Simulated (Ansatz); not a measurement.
The input, for Ansatz 0.2.0:

```yaml
crystal:
  periodic: [false, false, false]
  atoms:
    - {symbol: Si, position_ang: [-0.019956, -0.011622, 0.572281]}
    - {symbol: N, position_ang: [0.045240, -0.011622, -1.146853]}
    - {symbol: H, position_ang: [0.675664, -1.232307, 1.055501]}
    - {symbol: H, position_ang: [0.675662, 1.209063, 1.055501]}
    - {symbol: H, position_ang: [-1.387138, -0.011623, 1.174922]}
    - {symbol: H, position_ang: [-0.810367, 0.019312, -1.677557]}
    - {symbol: H, position_ang: [0.773588, 0.500901, -1.617487]}
basis:
  gaussian: {orbitals: cc-pVDZ}
magnetization: {spin_polarized: false}
correlation: {method: bccd_t, electrons: outside_noble_gas, diis_vectors: 4}
```

```sh
$ ansatz run in.yaml --threads 1 --pin off --events-out ev --progress --plain --max-ram 2393MiB
```

Log:

```
532 factors; integrals over basis functions are off by at most 1.2e-3 eV
mean field evaluation 1: about -9421.4602 eV, gradient 2.8e1 eV
mean field evaluation 2: about -9421.4618 eV, gradient 2.8e1 eV
mean field evaluation 4: about -9423.3325 eV, gradient 2.2e0 eV
mean field evaluation 8: about -9423.3509 eV, gradient 2.6e-4 eV
mean field evaluation 16: about -9423.3506 eV, gradient 2.1e-1 eV
mean field -9423.35087784 eV, -346.3017573840 hartree, gradient 2.0e-6 eV, S^2 0.000000; 0 other end points of the search recorded, 0 dependent functions left out
6 core orbitals not correlated: weight in the atoms' cores, before any rotation towards them, 1.000 or more for the frozen orbitals, at most 0.000 for the correlated occupied ones
reference -9423.35087784 eV, -346.3017573840 hartree; 7, 7 occupied and 44, 44 virtual orbitals, 532 factors
second order -7.66575215 eV of doubles, -0.00000000 eV of singles
cycle   1  -8.32753602 eV  change   -6.6e-1 eV  update   6.3e-2
cycle   2  -8.58705449 eV  change   -2.6e-1 eV  update   1.9e-2
cycle   3  -8.61466268 eV  change   -2.8e-2 eV  update   6.7e-3
cycle   4  -8.61131067 eV  change    3.4e-3 eV  update   2.0e-3
cycle   5  -8.61099369 eV  change    3.2e-4 eV  update   7.2e-4
cycle   6  -8.61066728 eV  change    3.3e-4 eV  update   2.2e-4
cycle   7  -8.61069790 eV  change   -3.1e-5 eV  update   8.2e-5
cycle   8  -8.61071500 eV  change   -1.7e-5 eV  update   2.8e-5
cycle   9  -8.61074574 eV  change   -3.1e-5 eV  update   1.0e-5
cycle  10  -8.61075177 eV  change   -6.0e-6 eV  update   4.6e-6
perturbative correction -0.19120215 eV, -0.0070265494 hartree
Total energy: -9432.15283176 eV, -346.6252232242 hartree
```

Ran on 1 thread of Arm Neoverse V1, shared host: 1 s wall, 0.27 GiB peak host memory.
